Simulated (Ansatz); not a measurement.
Program: Ansatz. Geometries: PBE0-D4/def2-TZVP. ΔE: electronic, gas phase. CCSD(T)/CBS adds triple-zeta CCSD(T) − MP2 to the extrapolated MP2 energy (def2 sets, frozen cores). This one scheme is used for every species. Double bonds are as drawn, so ΔE can hold a change between cis and trans. Functionals use def2-TZVPP. B3LYP here is the variant with VWN-RPA as its local correlation; programs differ in this. One conformer a species, not always the lowest.

Reaction (hydrogenolysis of a C–C bond): `F/C=C(\F)CF` + H₂ → `F/C=C/F` + fluoromethane

CCSD(T)/CBS gives -39.5 kJ/mol.

**Question.** Another level gave -58.1 kJ/mol. Which?
A. B3LYP/def2-TZVPP
B. PBE0-D4/def2-TZVPP
C. SCS-MP2/def2-TZVPP
D. HF/def2-TZVPP

**Answer.** D. HF/def2-TZVPP -58.1, SCS-MP2/def2-TZVPP -41.8, B3LYP -48.6, PBE0-D4 -37.7 kJ/mol.

Largest T1 diagnostic among the species: 0.012.

In def2-TZVPP, CCSD(T) changes the Hartree–Fock value by +18.0 kJ/mol (the triples alone add +4.0 kJ/mol) and MP2 by +21.2 kJ/mol. From r2SCAN to r2SCAN0 (25 % exact exchange), in def2-TZVPP and without D4, ΔE moves by −3.4 kJ/mol.
